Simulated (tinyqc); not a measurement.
LCCD on RHF in the sto-3g basis, frozen core, for CH3-, spin multiplicity 1, step by step (part 2 of 2). The basis has no diffuse functions, so it cannot describe the extra electron: this is an exercise in the method, not the real anion. Computed by tinyqc, a small Python program that keeps every step (integrals from PySCF). Command: `OMP_NUM_THREADS=1 python tinyqc.py 23554 23555 out.jsonl` (the two numbers bound the seeds that draw the settings). One thread of a shared host (Intel(R) Xeon(R) Processor @ 2.60GHz), about 0.2 s of CPU time with the checks.

Geometry (angstrom):

| atom | x | y | z |
|---|---|---|---|
| C | 0.0000 | 0.0000 | 0.0850 |
| H | 1.2240 | 0.0000 | 0.0000 |
| H | -0.6120 | 1.0600 | 0.0000 |
| H | -0.6120 | -1.0600 | 0.0000 |

## Integrals over molecular orbitals

coefficients C:
```
            MO1      MO2      MO3      MO4      MO5      MO6      MO7      MO8
1C 1s    0.9924  -0.2066   0.0000   0.0000  -0.0267  -0.2336   0.0000   0.0000
1C 2s    0.0326   0.6083   0.0000   0.0000   0.1215   1.2308  -0.0001   0.0000
1C 2px   0.0000   0.0000   0.0000   0.4306   0.0000   0.0000   1.1039   0.0000
1C 2py   0.0000   0.0000   0.4306   0.0000   0.0000   0.0000   0.0000   1.1039
1C 2pz  -0.0012  -0.0234   0.0000   0.0000   0.9929  -0.1320   0.0000   0.0000
2H 1s   -0.0060   0.2679   0.0000   0.6022  -0.0369  -0.6542  -0.8213   0.0000
3H 1s   -0.0060   0.2679   0.5215  -0.3011  -0.0369  -0.6541   0.4107  -0.7113
4H 1s   -0.0060   0.2679  -0.5215  -0.3011  -0.0369  -0.6541   0.4107   0.7113
```

core Hamiltonian H = T + V (hartree):
```
           1C 1s    1C 2s   1C 2px   1C 2py   1C 2pz    2H 1s    3H 1s    4H 1s
1C 1s   -19.0555  -4.5995   0.0000   0.0000   0.0028  -0.8469  -0.8469  -0.8469
1C 2s    -4.5995  -5.9921   0.0000   0.0000   0.0300  -2.1284  -2.1284  -2.1284
1C 2px    0.0000   0.0000  -4.9935   0.0000   0.0000  -1.8440   0.9220   0.9220
1C 2py    0.0000   0.0000   0.0000  -4.9935   0.0000   0.0000  -1.5970   1.5970
1C 2pz    0.0028   0.0300   0.0000   0.0000  -4.8457   0.1340   0.1340   0.1340
2H 1s    -0.8469  -2.1284  -1.8440   0.0000   0.1340  -3.5211  -0.4792  -0.4792
3H 1s    -0.8469  -2.1284   0.9220  -1.5970   0.1340  -0.4792  -3.5211  -0.4792
4H 1s    -0.8469  -2.1284   0.9220   1.5970   0.1340  -0.4792  -0.4792  -3.5211
```

Given earlier and not repeated: Two-electron integrals (ij|kl) in chemists' order.

(pq|rs) = sum C_ip C_jq C_kr C_ls (ij|kl), one index at a time.

one-electron integrals over orbitals h = C^T H C (hartree):
```
          1        2        3        4        5        6        7        8
1  -19.0384   0.3525   0.0000   0.0000   0.0391   0.3706   0.0000   0.0000
2    0.3525  -4.6474   0.0000   0.0000  -0.0534  -1.0030   0.0000   0.0000
3    0.0000   0.0000  -4.0151   0.0000   0.0000   0.0000   0.0000  -0.9773
4    0.0000   0.0000   0.0000  -4.0151   0.0000   0.0000  -0.9773   0.0000
5    0.0391  -0.0534   0.0000   0.0000  -4.8375   0.0849   0.0000   0.0000
6    0.3706  -1.0030   0.0000   0.0000   0.0849  -3.7418   0.0000   0.0000
7    0.0000   0.0000   0.0000  -0.9773   0.0000   0.0000  -4.1476   0.0000
8    0.0000   0.0000  -0.9773   0.0000   0.0000   0.0000   0.0000  -4.1476
```

Two-electron integrals over orbitals (pq|rs), unique and non-zero (hartree); the lowest 1 orbital is frozen and left out:
```
(22|22) 0.4767      (32|32) 0.1184      (33|22) 0.4480      (33|33) 0.4990
(42|22) -2.65e-06   (42|33) -0.0700     (42|42) 0.1184      (43|32) -0.0700
(43|43) 0.0564      (44|22) 0.4480      (44|33) 0.3861      (44|42) 0.0700
(44|44) 0.4990      (52|22) -0.0030     (52|33) -0.0021     (52|42) 2.37e-08
(52|44) -0.0021     (52|52) 0.0812      (53|32) -0.0031     (53|43) 0.0034
(53|53) 0.0160      (54|22) 1.63e-07    (54|33) 0.0034      (54|42) -0.0031
(54|44) -0.0034     (54|52) 4.30e-07    (54|54) 0.0160      (55|22) 0.5150
(55|33) 0.4461      (55|42) -2.24e-07   (55|44) 0.4461      (55|52) 0.0256
(55|54) 4.86e-07    (55|55) 0.6742      (62|22) 0.0715      (62|33) 0.0291
(62|42) 1.24e-06    (62|44) 0.0291      (62|52) -0.0026     (62|54) 2.47e-07
(62|55) 0.1408      (62|62) 0.0835      (63|32) -0.0495     (63|43) 0.0496
(63|53) 0.0042      (63|63) 0.0696      (64|22) 4.29e-06    (64|33) 0.0496
(64|42) -0.0495     (64|44) -0.0496     (64|52) 3.32e-07    (64|54) 0.0042
(64|55) 6.09e-06    (64|62) 4.52e-06    (64|64) 0.0696      (65|22) -0.0116
(65|33) -0.0040     (65|42) 4.59e-07    (65|44) -0.0040     (65|52) 0.0690
(65|54) 1.15e-06    (65|55) 1.36e-04    (65|62) -0.0153     (65|64) -4.91e-07
(65|65) 0.0658      (66|22) 0.4567      (66|33) 0.4401      (66|42) 6.76e-06
(66|44) 0.4401      (66|52) -0.0148     (66|54) -2.69e-07   (66|55) 0.4855
(66|62) 0.0496      (66|64) -8.93e-07   (66|65) -0.0195     (66|66) 0.4621
(72|22) -3.52e-06   (72|33) 0.0161      (72|42) 0.0141      (72|44) -0.0161
(72|52) -4.64e-08   (72|54) 0.0046      (72|55) -6.06e-06   (72|62) -1.92e-06
(72|64) 0.0437      (72|65) 6.34e-07    (72|66) -1.20e-06   (72|72) 0.0549
(73|32) 0.0433      (73|43) -0.0246     (73|53) -0.0025     (73|63) -0.0333
(73|73) 0.0313      (74|22) 0.0708      (74|33) 0.0576      (74|42) -0.0433
(74|44) 0.0083      (74|52) 0.0084      (74|54) 0.0025      (74|55) 0.1258
(74|62) 0.0779      (74|64) 0.0333      (74|65) -0.0045     (74|66) 0.0427
(74|72) 0.0062      (74|74) 0.1098      (75|22) 1.32e-07    (75|33) -0.0055
(75|42) 0.0107      (75|44) 0.0055      (75|52) -2.71e-06   (75|54) 0.0178
(75|55) -1.92e-07   (75|62) 6.58e-07    (75|64) -0.0041     (75|65) -1.44e-06
(75|66) 1.27e-06    (75|72) 0.0040      (75|74) -0.0038     (75|75) 0.0270
(76|22) -1.05e-06   (76|33) -0.0608     (76|42) 0.1051      (76|44) 0.0608
(76|52) 6.85e-07    (76|54) -0.0035     (76|55) 1.39e-06    (76|62) 2.20e-06
(76|64) -0.0450     (76|65) 8.77e-07    (76|66) 7.54e-06    (76|72) 0.0142
(76|74) -0.0436     (76|75) 0.0092      (76|76) 0.1061      (77|22) 0.4957
(77|33) 0.4313      (77|42) 0.0252      (77|44) 0.4970      (77|52) 0.0062
(77|54) -0.0026     (77|55) 0.5422      (77|62) 0.0858      (77|64) -0.0340
(77|65) -0.0050     (77|66) 0.4830      (77|72) -0.0244     (77|74) 0.0828
(77|75) 0.0012      (77|76) 0.0217      (77|77) 0.5751      (82|32) 0.0141
(82|43) 0.0161      (82|53) 0.0046      (82|63) 0.0437      (82|73) -0.0062
(82|82) 0.0549      (83|22) 0.0708      (83|33) 0.0083      (83|42) 0.0433
(83|44) 0.0576      (83|52) 0.0084      (83|54) -0.0025     (83|55) 0.1258
(83|62) 0.0779      (83|64) -0.0333     (83|65) -0.0045     (83|66) 0.0427
(83|72) -0.0062     (83|74) 0.0496      (83|75) 0.0038      (83|76) 0.0437
(83|77) 0.0933      (83|83) 0.1098      (84|32) 0.0433      (84|43) -0.0246
(84|53) -0.0025     (84|63) -0.0333     (84|73) 0.0289      (84|82) -0.0062
(84|84) 0.0313      (85|32) 0.0107      (85|43) -0.0055     (85|53) 0.0178
(85|63) -0.0041     (85|73) 0.0038      (85|82) 0.0040      (85|84) 0.0038
(85|85) 0.0270      (86|32) 0.1051      (86|43) -0.0608     (86|53) -0.0035
(86|63) -0.0450     (86|73) 0.0437      (86|82) 0.0142      (86|84) 0.0437
(86|85) 0.0092      (86|86) 0.1061      (87|32) -0.0252     (87|43) 0.0329
(87|53) 0.0026      (87|63) 0.0340      (87|73) -0.0053     (87|82) 0.0244
(87|84) -0.0053     (87|85) -0.0012     (87|86) -0.0217     (87|87) 0.0340
(88|22) 0.4957      (88|33) 0.4970      (88|42) -0.0252     (88|44) 0.4313
(88|52) 0.0062      (88|54) 0.0026      (88|55) 0.5422      (88|62) 0.0858
(88|64) 0.0340      (88|65) -0.0050     (88|66) 0.4830      (88|72) 0.0244
(88|74) 0.0933      (88|75) -0.0012     (88|76) -0.0217     (88|77) 0.5071
(88|83) 0.0828      (88|88) 0.5751
```

## LCCD: starting amplitudes

orbital energies (hartree): MO1 -10.4109, MO2 -0.3704, MO3 -0.0716, MO4 -0.0716, MO5 0.2166, MO6 0.8860, MO7 1.0975, MO8 1.0975

t_ij^ab = <ij||ab> / (e_i + e_j - e_a - e_b), whose energy is MP2.

Starting amplitudes (spin orbitals 1a, 1b, ...; amplitudes related by a flip of all spins are not repeated; the 24 largest):

| from | to | t |
|---|---|---|
| 5a 5b | 6a 6b | -0.0492 |
| 3a 3b | 8a 8b | -0.0470 |
| 4a 4b | 7a 7b | -0.0470 |
| 4a 4b | 6a 6b | -0.0363 |
| 3a 3b | 6a 6b | -0.0363 |
| 2a 2b | 6a 6b | -0.0332 |
| 2a 3b | 6a 8b | -0.0321 |
| 2a 4b | 6a 7b | -0.0321 |
| 3a 4b | 7b 8a | 0.0212 |
| 2a 2b | 7a 7b | -0.0187 |
| 2a 2b | 8a 8b | -0.0187 |
| 2a 3b | 6b 8a | 0.0180 |
| 2a 4b | 6b 7a | 0.0180 |
| 4a 4b | 6a 7b | -0.0156 |
| 3a 3b | 6a 7b | 0.0156 |
| 3a 4b | 6a 8b | 0.0156 |
| 3a 4b | 6b 8a | -0.0156 |
| 5a 5b | 7a 7b | -0.0153 |
| 5a 5b | 8a 8b | -0.0153 |
| 2a 4a | 6a 7a | -0.0141 |
| 2a 3a | 6a 8a | -0.0141 |
| 3a 3b | 7a 7b | -0.0134 |
| 4a 4b | 8a 8b | -0.0134 |
| 3a 4b | 7a 8b | -0.0123 |

correlation energy = -0.048052 hartree

## LCCD: amplitude update 1

t_ij^ab D_ij^ab are set to the remaining terms of the spin-orbital equations, evaluated with the old amplitudes; for the doubles these are <ij||ab> + 1/2 <ab||ef> t_ij^ef + 1/2 <mn||ij> t_mn^ab + P(ij)P(ab) <mb||ej> t_im^ae, D the orbital-energy denominators (linear CCD).

Amplitudes after update 1 (spin orbitals 1a, 1b, ...; amplitudes related by a flip of all spins are not repeated; the 24 largest):

| from | to | t |
|---|---|---|
| 5a 5b | 6a 6b | -0.0691 |
| 3a 3b | 8a 8b | -0.0596 |
| 4a 4b | 7a 7b | -0.0596 |
| 4a 4b | 6a 6b | -0.0502 |
| 3a 3b | 6a 6b | -0.0502 |
| 2a 4b | 6a 7b | -0.0416 |
| 2a 3b | 6a 8b | -0.0416 |
| 2a 2b | 6a 6b | -0.0389 |
| 2a 4b | 6b 7a | 0.0270 |
| 2a 3b | 6b 8a | 0.0270 |
| 3a 4b | 7b 8a | 0.0262 |
| 2a 2b | 8a 8b | -0.0233 |
| 2a 2b | 7a 7b | -0.0233 |
| 4a 4b | 6a 7b | -0.0221 |
| 3a 3b | 6a 7b | 0.0221 |
| 3a 4b | 6a 8b | 0.0221 |
| 3a 4b | 6b 8a | -0.0221 |
| 3a 4b | 7a 8b | -0.0186 |
| 5a 5b | 7a 7b | -0.0181 |
| 5a 5b | 8a 8b | -0.0181 |
| 3a 3b | 7a 7b | -0.0148 |
| 4a 4b | 8a 8b | -0.0148 |
| 2a 4a | 6a 7a | -0.0147 |
| 2a 3a | 6a 8a | -0.0147 |

correlation energy = -0.062763 hartree

## LCCD: convergence

E_corr = 1/4 sum <ij||ab> t_ij^ab; stop when the norm of the change is below 1e-8.

Course of the amplitude iterations:

| update | correlation energy (hartree) | norm of the change |
|---|---|---|
| 0 | -0.048052 | - |
| 1 | -0.062763 | 9.91e-02 |
| 2 | -0.067938 | 3.95e-02 |
| 3 | -0.069911 | 1.71e-02 |
| 4 | -0.070703 | 8.03e-03 |
| 5 | -0.071033 | 4.07e-03 |
| 6 | -0.071175 | 2.21e-03 |
| 7 | -0.071239 | 1.26e-03 |
| 8 | -0.071268 | 7.32e-04 |
| 9 | -0.071283 | 4.33e-04 |
| 10 | -0.071290 | 2.58e-04 |
| 11 | -0.071294 | 1.54e-04 |
| 12 | -0.071296 | 9.23e-05 |
| 13 | -0.071297 | 5.53e-05 |
| ... | ... | ... |
| 17 | -0.071298 | 7.18e-06 |
| 18 | -0.071298 | 4.31e-06 |
| 19 | -0.071298 | 2.59e-06 |
| 20 | -0.071298 | 1.56e-06 |
| 21 | -0.071298 | 9.34e-07 |
| 22 | -0.071298 | 5.61e-07 |
| 23 | -0.071298 | 3.37e-07 |
| 24 | -0.071298 | 2.02e-07 |
| 25 | -0.071298 | 1.22e-07 |
| 26 | -0.071298 | 7.31e-08 |
| 27 | -0.071298 | 4.39e-08 |
| 28 | -0.071298 | 2.64e-08 |
| 29 | -0.071298 | 1.58e-08 |
| 30 | -0.071298 | 9.51e-09 |

Converged amplitudes (spin orbitals 1a, 1b, ...; amplitudes related by a flip of all spins are not repeated; the 24 largest):

| from | to | t |
|---|---|---|
| 5a 5b | 6a 6b | -0.0887 |
| 3a 3b | 8a 8b | -0.0667 |
| 4a 4b | 7a 7b | -0.0667 |
| 4a 4b | 6a 6b | -0.0602 |
| 3a 3b | 6a 6b | -0.0602 |
| 2a 4b | 6a 7b | -0.0463 |
| 2a 3b | 6a 8b | -0.0463 |
| 2a 2b | 6a 6b | -0.0400 |
| 2a 4b | 6b 7a | 0.0330 |
| 2a 3b | 6b 8a | 0.0330 |
| 3a 4b | 7b 8a | 0.0285 |
| 4a 4b | 6a 7b | -0.0261 |
| 3a 3b | 6a 7b | 0.0261 |
| 3a 4b | 6a 8b | 0.0261 |
| 3a 4b | 6b 8a | -0.0261 |
| 2a 2b | 8a 8b | -0.0261 |
| 2a 2b | 7a 7b | -0.0261 |
| 3a 4b | 7a 8b | -0.0238 |
| 2a 5b | 6a 6b | 0.0172 |
| 5a 5b | 7a 7b | -0.0151 |
| 5a 5b | 8a 8b | -0.0151 |
| 3a 3b | 7a 7b | -0.0144 |
| 4a 4b | 8a 8b | -0.0144 |
| 2a 4a | 6a 7a | -0.0133 |

LCCD total energy = -38.820514 hartree

Converged in 30 updates.
